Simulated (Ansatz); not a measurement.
## Molecular dynamics of C$_{2}$H$_{4}$N$_{2}$O

The input (input.yaml):

```yaml
crystal:
  periodic: [false, false, false]
  atoms:
    - { symbol: C, position_ang: [0.204897, 1.300575, -1.001985] }
    - { symbol: "N", position_ang: [0.231335, 0.006209, -0.91976] }
    - { symbol: C, position_ang: [-0.045947, -0.630069, 0.323026] }
    - { symbol: "N", position_ang: [-0.055829, -1.90723, 0.504186] }
    - { symbol: O, position_ang: [-0.318413, 0.222184, 1.387926] }
    - { symbol: H, position_ang: [-0.022908, 1.966682, -0.155698] }
    - { symbol: H, position_ang: [0.424226, 1.755503, -1.974534] }
    - { symbol: H, position_ang: [0.163091, -2.420667, -0.36534] }
    - { symbol: H, position_ang: [-0.491853, -0.339487, 2.18498] }
basis:
  gaussian: { orbitals: "6-31G" }
hamiltonian:
  xc: pbe
md:
  timestep: 4.0
  n_steps: 40
  ensemble: nvt_langevin
  temperature: 700.0
  initial_velocities: maxwell_boltzmann
  seed: 324857
  friction: 0.005
scf:
  lower_state_search: "off"
```

Run as:

```bash
$ ansatz run input.yaml --threads 1 --pin off --max-ram 2048MiB --backend cpu --events-out ev --progress --plain --runs-dir out
```

It starts from a relaxed structure.

Output, in part (step lines, the closing report, with atoms numbered from 0):

```
md step     0: t =     0.00 fs  T =   622.2 K  F+E_penalty+E_count = -7154.41977638 eV  E_kin = 0.723856 eV  (15 SCF iters)
md step     1: t =     4.00 fs  T =  1001.5 K  F+E_penalty+E_count = -7153.18427025 eV  E_kin = 1.165033 eV  (21 SCF iters)
md step     2: t =     8.00 fs  T = 31358.5 K  F+E_penalty+E_count = -7145.08858898 eV  E_kin = 36.480541 eV  (27 SCF iters)
md step     3: t =    12.00 fs  T = 143965.0 K  F+E_penalty+E_count = -7136.81753237 eV  E_kin = 167.480202 eV  (59 SCF iters)
md step     4: t =    16.00 fs  T = 188349.1 K  F+E_penalty+E_count = -7137.16910388 eV  E_kin = 219.114054 eV  (80 SCF iters)
md step     5: t =    20.00 fs  T = 621811.2 K  F+E_penalty+E_count = -7110.56721019 eV  E_kin = 723.377795 eV  (63 SCF iters)
md step     6: t =    24.00 fs  T = 2783197.4 K  F+E_penalty+E_count = -6995.63959558 eV  E_kin = 3237.804788 eV  (182 SCF iters)
md step     7: t =    28.00 fs  T = 5595253.6 K  F+E_penalty+E_count = -7109.84545014 eV  E_kin = 6509.182237 eV  (784 SCF iters)
md step     8: t =    32.00 fs  T = 5643874.7 K  F+E_penalty+E_count = -7095.05398928 eV  E_kin = 6565.745118 eV  (162 SCF iters)
md step     9: t =    36.00 fs  T = 6133666.5 K  F+E_penalty+E_count = -7102.12824023 eV  E_kin = 7135.539569 eV  (976 SCF iters)
md step    10: t =    40.00 fs  T = 5886257.7 K  F+E_penalty+E_count = -7101.94925661 eV  E_kin = 6847.718944 eV  (1108 SCF iters)
md step    11: t =    44.00 fs  T = 5642040.2 K  F+E_penalty+E_count = -7101.87568122 eV  E_kin = 6563.611041 eV  (434 SCF iters)
md step    12: t =    48.00 fs  T = 5413679.0 K  F+E_penalty+E_count = -7101.82363306 eV  E_kin = 6297.949297 eV  (73 SCF iters)
md step    13: t =    52.00 fs  T = 5199186.9 K  F+E_penalty+E_count = -7101.78745599 eV  E_kin = 6048.421998 eV  (65 SCF iters)
md step    14: t =    56.00 fs  T = 4991043.9 K  F+E_penalty+E_count = -7101.76294448 eV  E_kin = 5806.280932 eV  (52 SCF iters)
md step    15: t =    60.00 fs  T = 4797167.1 K  F+E_penalty+E_count = -7101.74649648 eV  E_kin = 5580.736359 eV  (53 SCF iters)
md step    16: t =    64.00 fs  T = 4610223.3 K  F+E_penalty+E_count = -7101.73550142 eV  E_kin = 5363.257136 eV  (67 SCF iters)
md step    17: t =    68.00 fs  T = 4430883.1 K  F+E_penalty+E_count = -7101.72841914 eV  E_kin = 5154.623555 eV  (67 SCF iters)
md step    18: t =    72.00 fs  T = 4267205.5 K  F+E_penalty+E_count = -7101.72360327 eV  E_kin = 4964.210769 eV  (68 SCF iters)
md step    19: t =    76.00 fs  T = 4095744.2 K  F+E_penalty+E_count = -7101.72028392 eV  E_kin = 4764.743018 eV  (71 SCF iters)
md step    20: t =    80.00 fs  T = 3934161.9 K  F+E_penalty+E_count = -7101.71826691 eV  E_kin = 4576.767898 eV  (281 SCF iters)
md step    21: t =    84.00 fs  T = 3781387.5 K  F+E_penalty+E_count = -7101.71701358 eV  E_kin = 4399.039352 eV  (97 SCF iters)
md step    22: t =    88.00 fs  T = 3636607.0 K  F+E_penalty+E_count = -7101.71627688 eV  E_kin = 4230.610329 eV  (86 SCF iters)
md step    23: t =    92.00 fs  T = 3494582.6 K  F+E_penalty+E_count = -7101.71587571 eV  E_kin = 4065.387644 eV  (81 SCF iters)
md step    24: t =    96.00 fs  T = 3362926.1 K  F+E_penalty+E_count = -7101.71568706 eV  E_kin = 3912.226394 eV  (100 SCF iters)
md step    25: t =   100.00 fs  T = 3232655.2 K  F+E_penalty+E_count = -7101.71561693 eV  E_kin = 3760.677014 eV  (315 SCF iters)
md step    26: t =   104.00 fs  T = 3099870.9 K  F+E_penalty+E_count = -7101.71560287 eV  E_kin = 3606.203815 eV  (300 SCF iters)
md step    27: t =   108.00 fs  T = 2980382.7 K  F+E_penalty+E_count = -7101.71561546 eV  E_kin = 3467.198353 eV  (313 SCF iters)
md step    28: t =   112.00 fs  T = 2868609.0 K  F+E_penalty+E_count = -7101.71564376 eV  E_kin = 3337.167609 eV  (302 SCF iters)
md step    29: t =   116.00 fs  T = 2756634.1 K  F+E_penalty+E_count = -7101.71568098 eV  E_kin = 3206.902710 eV  (41 SCF iters)
md step    30: t =   120.00 fs  T = 2649139.1 K  F+E_penalty+E_count = -7101.71572381 eV  E_kin = 3081.849493 eV  (370 SCF iters)
md step    31: t =   124.00 fs  T = 2543794.5 K  F+E_penalty+E_count = -7101.71577115 eV  E_kin = 2959.297889 eV  (41 SCF iters)
md step    32: t =   128.00 fs  T = 2448465.4 K  F+E_penalty+E_count = -7101.71581987 eV  E_kin = 2848.397662 eV  (41 SCF iters)
md step    33: t =   132.00 fs  T = 2355100.0 K  F+E_penalty+E_count = -7101.71586816 eV  E_kin = 2739.782040 eV  (41 SCF iters)
md step    34: t =   136.00 fs  T = 2265674.7 K  F+E_penalty+E_count = -7101.71591447 eV  E_kin = 2635.750004 eV  (26 SCF iters)
md step    35: t =   140.00 fs  T = 2176032.2 K  F+E_penalty+E_count = -7101.71595966 eV  E_kin = 2531.465238 eV  (26 SCF iters)
md step    36: t =   144.00 fs  T = 2089339.7 K  F+E_penalty+E_count = -7101.71600455 eV  E_kin = 2430.612453 eV  (26 SCF iters)
md step    37: t =   148.00 fs  T = 2007385.5 K  F+E_penalty+E_count = -7101.71604730 eV  E_kin = 2335.271835 eV  (26 SCF iters)
md step    38: t =   152.00 fs  T = 1929773.6 K  F+E_penalty+E_count = -7101.71608973 eV  E_kin = 2244.982765 eV  (26 SCF iters)
md step    39: t =   156.00 fs  T = 1855011.9 K  F+E_penalty+E_count = -7101.71613276 eV  E_kin = 2158.009533 eV  (26 SCF iters)
md step    40: t =   160.00 fs  T = 1784408.6 K  F+E_penalty+E_count = -7101.71617444 eV  E_kin = 2075.873834 eV  (25 SCF iters)
Total energy: -7101.71628209 eV, -260.9832596507 hartree
Atom 0 at    74.225320   153.973458    33.874730 Å, force    -0.000007    -0.000010    -0.000003 eV/Å
Atom 1 at     0.926181     0.910745    -1.655084 Å, force     0.000069    -0.000100    -0.000201 eV/Å
Atom 2 at   -76.633479  -189.999883    10.102603 Å, force     0.000002     0.000007    -0.000000 eV/Å
Atom 3 at    -0.566680     3.587416     6.170381 Å, force     0.000002     0.000027     0.000197 eV/Å
Atom 4 at   -25.304039    29.495121     4.775025 Å, force    -0.000065     0.000078     0.000007 eV/Å
Atom 5 at   323.403992  -266.301626   -75.780668 Å, force    -0.000000    -0.000000     0.000000 eV/Å
Atom 6 at    57.050385   345.033360  -521.193761 Å, force     0.000000     0.000000    -0.000000 eV/Å
Atom 7 at    13.127826   -95.590344  -150.367153 Å, force    -0.000000    -0.000000    -0.000000 eV/Å
Atom 8 at    -4.326294   -81.681295    94.369057 Å, force    -0.000000    -0.000001     0.000000 eV/Å
Dipole moment:     1.686600    -8.575537     7.769402 e Å
```

All steps were run. The temperature shot up to 6.1e+06 K, far beyond the bath's, so the integration failed: the time step of 4 fs is too long for the fastest motions that this run met, and the later frames carry no physical meaning.

Parted: C1–N2 1.30 → 173.39 Å, C1–H6 1.10 → 500.74 Å, C1–H7 1.10 → 587.28 Å, N2–C3 1.42 → 206.40 Å, C3–N4 1.29 → 208.03 Å, C3–O5 1.39 → 225.48 Å. It ends as C + C + H + H + H + H + N + N + O. Pairs count as bonded within 1.25 times the sum of covalent radii (0.12 Å more for H–H).

Last frame:

```xyz
9
Properties=species:S:1:pos:R:3
C 74.225 153.974 33.875
N 0.926 0.911 -1.655
C -76.633 -190.000 10.103
N -0.567 3.587 6.170
O -25.304 29.495 4.775
H 323.404 -266.302 -75.781
H 57.050 345.033 -521.194
H 13.128 -95.590 -150.367
H -4.326 -81.681 94.369
```

The run took 83 s on 1 thread of Intel(R) Xeon(R) Platinum 8488C (Sapphire Rapids), with other jobs on the host, peak memory 0.11 GiB.
